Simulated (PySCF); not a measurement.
carbon monosulfide: removing and adding an electron

Molecule: carbon monosulfide, `[C-]#[S+]` (CS). Optimised structure (Å), atoms numbered from 1:
```
C     0.7703   -0.0068   -0.0043
S    -0.7651    0.0095   -0.0240
```

Level of theory: ωB97X-D3(BJ)/ma-def2-TZVP single points in PySCF, grid level 2; every species was optimised with PBE0-D3(BJ)/ma-def2-SVP. ωB97X-D3(BJ) is ωB97X-V with D3(BJ) in place of VV10. Zero-point and thermal terms (298.15 K, 1 bar) come from unscaled PBE0-D3(BJ)/ma-def2-SVP harmonic frequencies, with soft modes damped to free rotors in the entropy.

Frontier levels of the parent: HOMO -11.56 eV, LUMO -0.17 eV.

Oxidation to the radical cation:
```
Vertical ionisation energy (electronic)              : 11.64 eV
Adiabatic ionisation energy (with zero-point energy) : 11.55 eV
Adiabatic, electronic part                           : 11.55 eV
Vertical gap at the product's structure              : 11.52 eV
Inner reorganisation energy (four-point)             : 126 meV
Relaxation of product / of parent                    : 96 / 29 meV
⟨S²⟩ of the product                                  : 0.795
Largest spin populations                             : C1 1.19, S2 -0.19
Largest changes of atomic charge                     : S2 0.55, C1 0.45
Distances that move most (Å)                         : C1–S2 1.536 → 1.491
```

Reduction to the radical anion:
* Vertical electron affinity (electronic): 0.12 eV
* Adiabatic electron affinity (with zero-point energy): 0.26 eV
* Adiabatic, electronic part: 0.24 eV
* Vertical gap at the product's structure: 0.54 eV
* Inner reorganisation energy (four-point): 420 meV
* Relaxation of product / of parent: 121 / 300 meV
* ⟨S²⟩ of the product: 0.757
* Largest spin populations: C1 0.84, S2 0.16
* Largest changes of atomic charge: S2 -0.55, C1 -0.45
* Distances that move most (Å): C1–S2 1.536 → 1.634

Measured values (NIST Chemistry WebBook, evaluated or the median of agreeing entries): adiabatic ionisation energy 11.33 eV (computed 11.55, difference 0.22); adiabatic electron affinity 0.20 eV (computed 0.26, difference 0.06).

Run with `OMP_NUM_THREADS=1 python redox_run.py task.json out` on 1 thread of Intel Xeon Platinum 8488C, a shared host. Structures, frequencies and single points: 25 s of wall time.
